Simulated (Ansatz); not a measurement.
A made-up structure of CH₂NaO, doublet:

```csv
atom,x (Å),y (Å),z (Å)
O1,-0.0851,-0.5835,0.8700
C2,-0.0492,0.1407,-0.3225
Na3,-0.8037,2.2615,-0.2475
H4,0.4021,-1.4080,0.7784
H5,-0.3942,-0.4084,1.7726
```

It is relaxed with PBE-D4/def2-SVP and then PBE0-D4/def2-TZVP (Ansatz 0.2.0). Atoms count as bonded within 1.22 times the sum of their covalent radii (H–H: 0.88 Å). The end point is not checked to be a true minimum.

Problem. Does its bonding change? (Judge from chemistry; the calculation decides.)

Solution. By the calculation: Yes. Formed: C2–H4; broken: O1–H4.

Where it ends: The first stage lowers the energy by 4.42 eV in 43 steps. It ends as CH₂NaO ([OH][CH][Na]):
O1  (-0.515, -0.298, 1.523)
C2  (-0.141, 0.024, 0.218)
Na3  (-0.985, 1.926, -0.645)
H4  (0.687, -0.629, -0.106)
H5  (0.023, -1.020, 1.860)
(Å)

Labels in which every atom is bracketed show which atoms are joined, not bond orders.

For scale, one of the runs: PBE0-D4/def2-TZVP relaxation, 106 basis functions, launched by `ansatz run in.yaml --threads 2 --pin off --events-out ev --progress --plain --max-ram 4352MiB`. Hardware: 2 CPU threads of an Arm Neoverse V2, shared host. Wall time about 26 s.
